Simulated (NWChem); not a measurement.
Molecule: hydrogen isocyanide (CHN); SMILES [NH+]#[C-]

Results from NWChem. The geometry was optimised at PBE-D3(BJ)/def2-SVP. B3LYP is NWChem's, with the RPA form of VWN correlation. Field at 589 nm.

**Question.** Predict the results for B3LYP/def2-SVP. Quantities: isotropic polarisability (bohr³); anisotropy (bohr³).

**Answer.** isotropic polarisability (bohr³): 13.9
anisotropy (bohr³): 11.0
